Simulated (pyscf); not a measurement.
[H₃C–Zn]• + H₃C–NH₂ → CH₄ + [H₃C–NH–Zn]• (four-centre exchange; doublet surface; C–Zn, H–N broken, C–H, N–Zn formed). Structures and frequencies: ωB97X-D3(BJ)/def2-SVP in PySCF. Energies in kcal/mol from the separated reactants.

```csv
level,barrier,reaction energy
PBE/def2-TZVP,20.5,-6.0
r²SCAN/def2-TZVP,19.8,-7.2
PBE0-D3(BJ)/def2-TZVP,21.5,-5.4
M06-2X/def2-TZVP,21.2,-6.5
ωB97M-D3(BJ)/def2-TZVP,___,___
HF/def2-TZVP,___,-6.4
```

### Question
Complete the blanks.

### Answer

- ωB97M-D3(BJ)/def2-TZVP, barrier: 25.4
- ωB97M-D3(BJ)/def2-TZVP, reaction energy: -5.1
- HF/def2-TZVP, barrier: 39.1

The functionals in the table span 5.6 kcal/mol in this barrier, from r²SCAN to ωB97M-D3(BJ)/def2-TZVP. On the reactant side the descent ends in an adduct with a N–Zn contact, 10.9 kcal/mol under the separated species and 35.2 kcal/mol under the saddle at ωB97X-D3(BJ)/def2-TZVP. What is counted as formed (N–Zn) is already present as a longer contact in the reactant adduct; forming that adduct is a step of its own. This is the saddle that the search found; another between the same sides may lie lower. Elements up to Kr have no core potential and no relativistic terms here.
